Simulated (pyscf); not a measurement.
Elementary routes open to `[CH3][SiH][Cl]` [doublet] + `[ClH]` in the gas phase (doublet surface):
A. `[CH3][SiH]([Cl])[Cl]` + `[H]` [doublet] (Cl–H broken; Cl–Si formed)
B. `[CH4]` + `[Cl][SiH][Cl]` [doublet] (C–Si, Cl–H broken; C–H, Cl–Si formed)

Structures and frequencies: ωB97X-D3(BJ)/def2-SVP in PySCF.

Problem. Rank the routes by free-energy barrier at 1200 K, lowest first, for ωB97M-D3(BJ)/def2-TZVP energies (ideal gas, 1 atm, RRHO with modes under 100 cm⁻¹ raised to 100, one conformer, R ln 2 for chiral ones without a mode under 150 cm⁻¹).

Solution. A (2.08 eV), B (3.21 eV)

Route A is the fastest of these, ahead of the next by 1.13 eV. The most stable products are those of B (ΔG = -0.83 eV), whose barrier is 1.13 eV higher: the kinetic and the thermodynamic product differ. At 298 K A is still the fastest. Only these routes are compared; each barrier is that of the saddle found, and lower ones may exist.
